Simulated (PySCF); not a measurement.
# Converging Mg2 in the basis (PBE0)

PySCF, UKS reference; singlet, unpaired electrons none; De to Mg + Mg without counterpoise correction.

| basis | relativity | functions | Re (Å) | ωe (cm⁻¹) | De (eV) |
| --- | --- | --- | --- | --- | --- |
| pcseg-1 | no relativity | 20 | 3.623 | 83.8 | 0.08 |
| 3-21G | no relativity | 26 | 3.653 | 69.4 | 0.12 |
| x2c-SVPall | spin-free X2C | 36 | 3.592 | 92.9 | 0.12 |
| 6-311G(d,p) | no relativity | 52 | 3.583 | 91.7 | 0.11 |
| def2-TZVPP | no relativity | 64 | 3.601 | 89.1 | 0.11 |

(1) How does each smaller set differ from the one with most functions, def2-TZVPP?

Closed-shell solutions of metal pairs were not tested for spin polarisation, which can lower them a little. The bond is weak. Basis-set superposition, not corrected here, can be much of De in a small basis, most of all at correlated wavefunction levels. Functionals without a dispersion term scatter widely for such bonds, and LDA overbinds them. 3-21G is very small, so such numbers show the basis as much as the molecule.

Results:

(1) pcseg-1: +2.2 pm, -5.9 % in ωe, -0.03 eV in De; 3-21G: +5.2 pm, -22.1 % in ωe, +0.01 eV in De; x2c-SVPall: -0.9 pm, +4.3 % in ωe, +0.01 eV in De; 6-311G(d,p): -1.8 pm, +2.9 % in ωe, +0.00 eV in De. All at PBE0; the set with most functions is neither the basis-set limit nor always the best. The rows treat relativity differently, so the differences are not basis effects alone.
